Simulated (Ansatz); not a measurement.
Energy needed to pull apart CH4OSi (SMILES C=[SiH]O), singlet, into free ground-state atoms, from the structure below (displaced at random from its PBE0-D4/def2-TZVP minimum); no zero-point or spin–orbit terms; open-shell atoms are treated unrestricted, in their ground-state multiplicity.

```
atom    x (Å)    y (Å)    z (Å)
  C1  -1.2535   0.2138  -0.5091
 Si2   0.4217   0.1434   0.1846
  O3   1.2847  -1.0590  -0.0394
  H4  -1.5799  -0.4466  -0.9624
  H5  -1.9274   1.1452  -0.3416
  H6   0.7076   1.1641   1.0568
  H7   2.1173  -1.1006   0.4423
```

Computed with Ansatz 0.2.0 (basis: def2-TZVPP); correlated methods freeze the cores.

| method | atomization energy (kJ/mol) |
| --- | --- |
| PBE-D4 | 2311 |
| r2SCAN-D4 | 2288 |
| PBE0-D4 | ? |
| wB97M-V | 2287 |
| HF | 1566 |
| MP2 | ? |
| CCSD | 2177 |
| CCSD(T) | 2217 |

(1) What does MP2 give? (Judge from chemistry; the value comes from the calculation.)

(2) What does PBE0-D4 give? (Judge from chemistry; the value comes from the calculation.)

The T1 diagnostic stays at or below 0.015. The restricted Hartree–Fock reference is unstable towards an unrestricted one here.

## Answers

(1) The calculation gives: 2257 kJ/mol, which is about 40 kJ/mol more than CCSD(T)/def2-TZVPP.

(2) The calculation gives: 2262 kJ/mol, which is about 45 kJ/mol more than CCSD(T)/def2-TZVPP.

In triple zeta the MP2 and coupled-cluster atomization energies are still short of their basis limit by a few kcal/mol a bond, whereas those of the functionals are nearly converged, so these differences are not deviations from converged CCSD(T).

For scale, one of the runs: CCSD(T)/def2-TZVPP forces, 160 basis functions (an equivalent command: `ansatz run in.yaml --threads 2`). Hardware: 2 CPU threads, shared host. Wall time 120 s; peak host memory 2 GiB.
